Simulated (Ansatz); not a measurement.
We consider CaB6-type CaB₆, described by r²SCAN-D4 (Ansatz, a quantum-chemistry and plane-wave program, plane waves, PAW).

Numerical settings: plane-wave cutoff 560 eV, 8×8×8 k mesh, Fermi–Dirac smearing 0.01 eV, scalar-relativistic PAW data made under PBE.

Computed at the level's own relaxed cell.

```yaml
crystal:
  lattice:
    - [4.12517, 0.00000, 0.00000]
    - [0.00000, 4.12517, 0.00000]
    - [0.00000, 0.00000, 4.12517]
  atoms:
    - { symbol: Ca, position: [0.00000, 0.00000, 0.00000] }
    - { symbol: B, position: [0.79825, 0.50000, 0.50000] }
    - { symbol: B, position: [0.50000, 0.20175, 0.50000] }
    - { symbol: B, position: [0.50000, 0.79825, 0.50000] }
    - { symbol: B, position: [0.20175, 0.50000, 0.50000] }
    - { symbol: B, position: [0.50000, 0.50000, 0.79825] }
    - { symbol: B, position: [0.50000, 0.50000, 0.20175] }
```

**Question.** List the 18 lowest band energies at Γ above −25 eV (eV, relative to the valence band maximum), grouping those that round alike.

**Answer.** At Γ: -23.08 (×3), -15.56, -7.39, -7.15 (×3), -5.81 (×2), -0.38 (×3), 2.94 (×3), 3.64 (×2).
